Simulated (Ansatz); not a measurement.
CH5NSi (`N=C[SiH3]`). Total charge 0; spin multiplicity 1.

```xyz
8

N    -0.119   -1.203    1.213
C     0.371   -0.676    0.167
Si   -0.326    0.959   -0.472
H     0.349   -2.082    1.445
H     1.199   -1.144   -0.389
H    -0.820    0.763   -1.862
H     0.768    1.966   -0.516
H    -1.422    1.416    0.413
```

Problem. List the harmonic frequencies (cm⁻¹, unscaled) at PBE0-D4/def2-TZVP in Ansatz. (Best estimate.)

Solution. Computed: 97, 287, 464, 587, 727, 772, 910, 934, 943, 1156, 1202, 1403, 1684, 2221, 2222, 2264, 2977, 3423.

Problem. Is this a minimum?

Solution. Yes, all 18 modes are real.

Problem. Give the ideal-gas thermochemistry at 298.15 K and 1 bar (rigid rotor, harmonic oscillator; point group Cs, symmetry number 1).

Solution. Zero-point energy 145.2 kJ/mol; H(298) − E = 160.3 kJ/mol; entropy 287.4 J/(mol·K), of which translation 159.7, rotation 97.5, vibration 30.2; G(298) − E = 74.6 kJ/mol. Modes under 100 cm⁻¹ are hindered rotations or soft bends, so the harmonic entropy is rough.

Problem. Rotational constants (cm⁻¹)?

Solution. 1.267, 0.1769, 0.164.
